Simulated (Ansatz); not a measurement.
Input file:

```yaml
crystal:
  periodic: [false, false, false]
  atoms:
    - {symbol: In, position_ang: [0.000000, 0.000000, 0.462200]}
    - {symbol: H, position_ang: [0.000000, 0.000000, -2.589800]}
    - {symbol: H, position_ang: [0.000000, 0.000000, 2.127600]}
basis:
  gaussian: {orbitals: def2-TZVPP}
total_charge: 1
magnetization: {spin_polarized: false}
correlation: {method: ccsd_t, electrons: outside_noble_gas}
output: {forces: true}
```

```sh
$ ansatz run in.yaml --threads 1 --pin off --events-out ev --progress --plain --max-ram 2393MiB
```

Log:

```
630 factors; integrals over basis functions are off by at most 7.5e-4 eV
mean field evaluation 1: about -5168.5622 eV, gradient 9.3e0 eV
mean field evaluation 2: about -5168.5579 eV, gradient 9.2e0 eV
mean field evaluation 4: about -5168.9879 eV, gradient 1.3e0 eV
mean field evaluation 8: about -5168.9995 eV, gradient 4.2e-4 eV
mean field evaluation 16: about -5168.9995 eV, gradient 3.9e-6 eV
mean field -5168.99950450 eV, -189.9572281165 hartree, gradient 3.9e-6 eV, S^2 0.000000; 0 other end points of the search recorded, 0 dependent functions left out; unrestricted orbitals would lower it
unrestricted determinant -5170.75148961 eV, -190.0216123820 hartree, S^2 0.9404
9 core orbitals not correlated: weight in the atoms' cores, before any rotation towards them, 0.995 or more for the frozen orbitals, at most 0.002 for the correlated occupied ones
reference -5168.99950450 eV, -189.9572281165 hartree; 2, 2 occupied and 67, 67 virtual orbitals, 630 factors
second order -1.96828068 eV of doubles, -0.00000000 eV of singles
cycle   1  -2.30130402 eV  change   -5.2e-1 eV  update   1.2e-1
cycle   2  -2.99321072 eV  change   -6.9e-1 eV  update   7.9e-2
cycle   3  -3.02877505 eV  change   -3.6e-2 eV  update   2.2e-2
cycle   4  -3.04573105 eV  change   -1.7e-2 eV  update   1.0e-2
cycle   5  -3.06721164 eV  change   -2.1e-2 eV  update   4.7e-3
cycle   6  -3.06232516 eV  change    4.9e-3 eV  update   2.5e-3
cycle   7  -3.06264477 eV  change   -3.2e-4 eV  update   8.7e-4
cycle   8  -3.06483975 eV  change   -2.2e-3 eV  update   2.6e-4
cycle   9  -3.06438249 eV  change    4.6e-4 eV  update   7.6e-5
cycle  10  -3.06439334 eV  change   -1.1e-5 eV  update   1.8e-5
cycle  11  -3.06439684 eV  change   -3.5e-6 eV  update   5.6e-6
cycle  12  -3.06440052 eV  change   -3.7e-6 eV  update   2.2e-6
perturbative correction -0.10653093 eV, -0.0039149393 hartree
WARN: these amplitudes may be one of several solutions (largest doubles amplitude 0.47, level shift 1.52 eV)
the calculation of the forces begins
Total energy: -5172.17043594 eV, -190.0737576978 hartree
Atom 0 at     0.000000     0.000000     0.462200 Å, force     0.000000    -0.000000    -2.345237 eV/Å
Atom 1 at     0.000000     0.000000    -2.589800 Å, force    -0.000000     0.000000     0.990590 eV/Å
Atom 2 at     0.000000     0.000000     2.127600 Å, force     0.000000    -0.000000     1.354646 eV/Å
Dipole moment:    -0.000000    -0.000000    -0.060034 e Å
```

Forces (eV/Å):
```
In   0.000  0.000 -2.345
H    0.000  0.000  0.991
H    0.000  0.000  1.355
```

For the same geometry and basis full CI lies 15.9 meV lower.

Ran on 1 thread of Arm Neoverse V2, shared host: 4 s wall, 0.23 GiB peak host memory.
